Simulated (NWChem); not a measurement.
# sulfur dioxide (SO2); SMILES O=S=O

Computed with NWChem. The geometry was optimised at PBE0/def2-SVP. Computed dipoles belong to the equilibrium geometry; the measured one is vibrationally averaged.

Measured dipole moment: 1.63 D (NIST CCCBDB, as tabulated in the package chemicals).

```tsv
level	dipole moment (D)	computed − measured	relative time (rough)
Hartree-Fock/cc-pVDZ	2.34	+0.71	1
Hartree-Fock/aug-cc-pVDZ	…	…	2
Hartree-Fock/cc-pVTZ	2.22	+0.59	3
Hartree-Fock/aug-cc-pVTZ	…	…	9
Hartree-Fock/cc-pVQZ	2.17	+0.54	20
```

Question: Fill in the missing entries.

Answer: 
- Hartree-Fock/aug-cc-pVDZ, dipole moment (D): 2.16
- Hartree-Fock/aug-cc-pVDZ, computed − measured: +0.53
- Hartree-Fock/aug-cc-pVTZ, dipole moment (D): 2.16
- Hartree-Fock/aug-cc-pVTZ, computed − measured: +0.53
